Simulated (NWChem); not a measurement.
# NaSH (SMILES [Na][SH]): levels of theory compared

Wanted: a comparison of 5 runs (HF/def2-SVP, PBE/pcseg-1, B3LYP/6-31G*, PBE0/def2-SVP, CCSD(T)/aug-cc-pVDZ) of NaSH. 

Program for the calculation: NWChem 7.3.0.

### 1 The system as given

NaSH has 3 atoms, charge 0, and is taken as a singlet. As SMILES, `[Na][SH]`. Geometry: relaxed at PBE0-D4/def2-TZVP.

Bond lengths: Na1–S2 2.475 Å, S2–H3 1.345 Å. Angles: Na1–S2–H3 93.6°.

### 2 Energy and gradient at HF/def2-SVP (run 1)

Input file input.nw:

```
START input
memory stack 880 mb heap 220 mb global 1100 mb
GEOMETRY noautosym nocenter noautoz
Na     1.522800    -0.206700     0.802700
S     -0.548100     0.679300    -0.223400
H     -0.985700    -0.537400    -0.592500
END
BASIS spherical bse
Na library def2-SVP
S library def2-SVP
H library def2-SVP
END
SCF
thresh 1e-08
maxiter 80
print medium
END
TASK scf gradient
```

Command:

```sh
$ nwchem input.nw > input.out
```

Log:

```text
[...]
  functions       =    38
[...]
  wavefunction    = RHF
[...]
         Total SCF energy =   -559.814387585841
      One-electron energy =   -871.600192908513
      Two-electron energy =    265.846844099401
 Nuclear repulsion energy =     45.938961223272
        Time for solution =      1.1s
[...]
                         RHF ENERGY GRADIENTS
    atom               coordinates                        gradient
                 x          y          z           x          y          z
   1 Na      2.877675  -0.390606   1.516883   -0.002755   0.000814  -0.001404
   2 S      -1.035759   1.283691  -0.422165    0.002903   0.001323   0.001716
   3 H      -1.862703  -1.015539  -1.119663   -0.000148  -0.002137  -0.000312
[...]
```

Run time: 2.4 s. Hardware: 1 thread of AMD EPYC 7B13 (Zen 3), shared host; peak memory 0.099 GiB.

### 3 Energy and forces at PBE/pcseg-1 (run 2)

Input file work.nw:

```
start work
title "HNaS PBE"
memory stack 880 mb heap 220 mb global 1100 mb
charge 0

geometry units angstroms noautosym nocenter noautoz
  Na     1.522800    -0.206700     0.802700
  S     -0.548100     0.679300    -0.223400
  H     -0.985700    -0.537400    -0.592500
end

basis spherical bse
  * library pcseg-1
end

dft
  xc xpbe96 cpbe96
  grid xfine
  convergence energy 1e-08
  maxiter 100
  mulliken
end

task dft gradient
```

Command:

```sh
$ nwchem work.nw > work.out
```

Log:

```text
[...]
          Wavefunction type:  closed shell.
          No. of atoms     :     3
          No. of electrons :    28
[...]
          Charge           :     0
          Spin multiplicity:     1
[...]
          AO basis - number of functions:    33
[...]
              XC Information
              --------------
          PerdewBurkeErnzerhof Exchange Functional  1.000
            Perdew 1991 LDA Correlation Functional  1.000 local
           PerdewBurkeErnz. Correlation Functional  1.000 non-local
[...]
 d= 0,ls=0.0,diis     1   -560.7712652331 -6.07D+02  5.85D-02  2.33D-01     0.5
[...]
 d= 0,ls=0.0,diis    10   -560.8095239818 -5.13D-09  1.52D-06  6.37D-10     3.4
         Total DFT energy =     -560.809523981846
      One electron energy =     -871.403975108482
           Coulomb energy =      304.880749396419
    Exchange-Corr. energy =      -40.225259493055
 Nuclear repulsion energy =       45.938961223272
[...]
      Total Density - Mulliken Population Analysis
     ---------------------------------------------
    Atom       Charge   Shell Charges
 -----------   ------   -------------------------------------------------------
    1 Na  11    10.36   2.00  1.99  0.27 -0.00  5.99  0.11
    2 S   16    16.73   2.00  1.99  1.19  0.74  5.98  3.23  1.57  0.03
    3 H    1     0.91   0.72  0.17  0.02
[...]
  wavefunction    = closed shell
                         DFT ENERGY GRADIENTS
    atom               coordinates                        gradient
                 x          y          z           x          y          z
   1 Na      2.877675  -0.390606   1.516883   -0.003819   0.001006  -0.001960
   2 S      -1.035759   1.283691  -0.422165   -0.000903  -0.011162  -0.001700
   3 H      -1.862703  -1.015539  -1.119663    0.004722   0.010156   0.003660
[...]
```

It took 5.1 s on 1 thread of AMD EPYC 7B13 (Zen 3), shared host; peak memory 0.12 GiB.

Runs 3 to 4 aren't shown in full; the table further down has their settings and results.

### 4 A single-point energy at CCSD(T)/aug-cc-pVDZ (run 5)

Input file calc.nw:

```
start calc
memory total 2200 mb

geometry units angstroms noautosym nocenter noautoz
 Na    1.522800   -0.206700    0.802700
 S    -0.548100    0.679300   -0.223400
 H    -0.985700   -0.537400   -0.592500
end

basis spherical bse
 * library aug-cc-pVDZ
end

scf
 thresh 1e-08
 maxiter 80
end

ccsd
 freeze core 6
 maxiter 60
end

task ccsd(t) energy
```

Command:

```sh
$ nwchem calc.nw > calc.out
```

Log:

```text
[...]
  functions       =    63
[...]
  wavefunction    = RHF
[...]
         Total SCF energy =   -560.008316585938
      One-electron energy =   -871.682413676860
      Two-electron energy =    265.735135867650
 Nuclear repulsion energy =     45.938961223272
        Time for solution =     24.6s
[...]
 Total MP2 energy:           -560.168629204195099
[...]
             energy      energy      error      ampl     ampl      Block
                                                time     time      time
[...]
 Total CCSD energy:           -560.185619694733873
[...]
 Total CCSD+T(CCSD) energy:           -560.191424184036578
[...]
 Total CCSD(T) energy:                -560.191293624038053
[...]
```

Wall time 85 s (1 thread of AMD EPYC 7B13 (Zen 3), shared host); peak memory 0.14 GiB.

### 5 All runs side by side

```csv
run,level,iteration cap,module,energy (Eh),dipole moment (D),HOMO energy (eV),LUMO energy (eV),wall time
1,HF/def2-SVP,80,scf,-559.814388,8.74,-7.49,-0.19,2.4 s
2,PBE/pcseg-1,100,dft,-560.809524,8.14,-4.16,-2.23,5.1 s
3,B3LYP/6-31G* (spherical functions),100,dft,-561.113932,7.92,-4.93,-1.98,6.9 s
4,PBE0/def2-SVP,100,dft,-560.688826,7.85,-4.96,-1.55,4.5 s
5,CCSD(T)/aug-cc-pVDZ,80,ccsd(t),-560.191294,–,-7.74,-0.50,85 s
```

### 6 What came out

| quantity | value |
| --- | --- |
| run 5: total energy | -560.19129 Eh |
| run 5: HOMO energy (Hartree–Fock orbitals) | -7.74 eV |
| run 5: LUMO energy (Hartree–Fock orbitals) | -0.50 eV |
| run 5: HOMO–LUMO gap (Hartree–Fock orbitals) | 7.24 eV |
| run 5: correlation energy (6 core orbitals frozen) | -183.0 mEh |
| run 5: (T) correction | -5.67 mEh |

Over runs 1, 2, 3, 4 the dipole moment (its size) runs from 7.85 D (PBE0/def2-SVP) to 8.74 D (HF/def2-SVP). Over runs 1, 2, 3, 4 the HOMO–LUMO gap runs from 1.93 eV (PBE/pcseg-1) to 7.31 eV (HF/def2-SVP). The two ends differ in method and basis. Totals of different functionals can't be ranked against each other. All runs together took 1.7 min, the longest 85 s.
